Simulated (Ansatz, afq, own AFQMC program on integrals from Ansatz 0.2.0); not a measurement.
# C$_{2}$H$_{2}$, singlet → C$_{2}$H$_{2}$⁺, doublet

| atom | x (Å) | y (Å) | z (Å) |
| --- | --- | --- | --- |
| C | 0.0000 | 0.0000 | 0.5985 |
| C | 0.0000 | 0.0000 | -0.5985 |
| H | 0.0000 | 0.0000 | 1.6632 |
| H | 0.0000 | 0.0000 | -1.6632 |

Connectivity, by distances: CH–CH.

E(doublet, charge +1) − E(singlet, charge +0) at this geometry, on RHF and UHF determinants.

Basis cc-pVDZ. Only valence electrons are correlated. Integrals, coupled cluster, full CI and functionals: Ansatz 0.2.0; the random walks run on the same integrals in our own AFQMC program. ph-AFQMC/CISD is guided by a CISD state made of CCSD amplitudes; releasing the constraint for a short imaginary time cuts its bias at the price of noise, slowly where states lie close. Free projection: walkers drawn from exp(T), propagated without any constraint. Its projection time is finite, and what remains of the start isn't in its error. Error bars are statistical, one sigma. The errors of all members are added in quadrature.

No full CI on the walks' own integrals is used here; CCSDT(Q) serves as the reference and is uncertain by about the last step of the cluster series. Each member takes its own surest rung, up to full CI.

The best estimate is CCSD(T) at the basis-set limit (CBS: def2-TZVPP and def2-QZVPP, with their diffuse functions for anions and beside diffuse sets, CCSD(T) itself extrapolated) plus the step from CCSD(T) to CCSDT(Q) in cc-pVDZ. Rows without CBS are in cc-pVDZ, the functionals in def2-TZVP; B2PLYP and the wave-function rows carry a basis error of their own. Core correlation and relativity beyond core potentials are missing, and ± holds the sampling alone.

Cautions: C₂H₂⁺ (doublet): the ph-AFQMC/CISD walk drifts between its halves (2.2 errors).

Best estimate: 1114.0 kJ/mol.

```
         level  vertical ionization energy (kJ/mol)  error against the best estimate (kJ/mol)
            HF                                948.1                                    -165.9
           MP2                               1100.5                                     -13.5
          CCSD                               1075.1                                     -38.9
       CCSD(T)                               1085.6                                     -28.4
         CCSDT                               1084.5                                     -29.4
      CCSDT(Q)                               1085.7                                     -28.2
 ph-AFQMC/CISD                         1086.7 ± 2.2                               -27.3 ± 2.2
released AFQMC                         1083.3 ± 2.2                               -30.6 ± 2.2
    free AFQMC                         1085.8 ± 3.1                               -28.2 ± 3.1
        HF/CBS                                946.1                                    -167.9
       MP2/CBS                               1131.6                                      17.7
   CCSD(T)/CBS                               1113.8                                      -0.1
           PBE                               1101.7                                     -12.2
        r2SCAN                               1086.1                                     -27.8
          PBE0                               1089.2                                     -24.8
         B3LYP                               1096.6                                     -17.3
       wB97M-V                               1089.5                                     -24.5
        B2PLYP                               1097.9                                     -16.0
```

Correlation beyond CCSD(T) changes it by less than 2 meV. Going to the basis-set limit adds 28.2 kJ/mol at CCSD(T). The perturbative (T) step is worth +10.5 kJ/mol. The functionals spread over 15.6 kJ/mol; PBE and B2PLYP come nearest and r2SCAN is 27.8 kJ/mol too low.

Best estimates are given only where the step beyond CCSD(T) is under 0.3 eV and no member's determinant is very poor (T1 over 0.05, or 0.07 for open shells, ⟨S²⟩ too high by 0.3, two states mixed), so the hardest cases are missing from such tables.

The functionals ran in a triple-zeta set and keep a basis error of their own, a few kJ/mol for each bond in atomization energies and more for double hybrids, so close places among them and the extrapolated levels can swap.

CCSDT and higher add their correlation energy to the determinant of the CCSD(T) run, since their own runs factorise the integrals more tightly (a shift of under 2 meV). Free projections are given only where their last times agree within the noise and don't stop above the reference; a slow remainder of the start can still hide under it. Each member of a difference takes its own highest rung, so a best estimate needn't equal the limit plus the step of one row. A walk keeps the symmetry of its determinant, which the program's search chose and which needn't be the lowest solution, so a lower state of the same spin and another symmetry isn't excluded. Released energies are given only where the last usable release times agree within the noise; a slower fall can still hide under it.
